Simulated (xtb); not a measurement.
xtb input:

```bash
xtb mol.xyz --gfn 2 --ohess tight --chrg -1 --uhf 0
```
mol.xyz:
```
5

C      0.01784325     0.14277106     0.03501313
S      0.01765631    -1.69673236    -0.02165187
H     -0.99781494     0.46033768     0.03860033
H      0.46128523     0.54271085     0.92510775
H      0.53612723     0.54450632    -0.87159332
```

Question: What final total energy does it print?

Answer: -7.10326 Eh (GFN2-xTB).

It need not be the lowest isomer of its formula. Whether it binds its extra electron was not tested at this geometry.
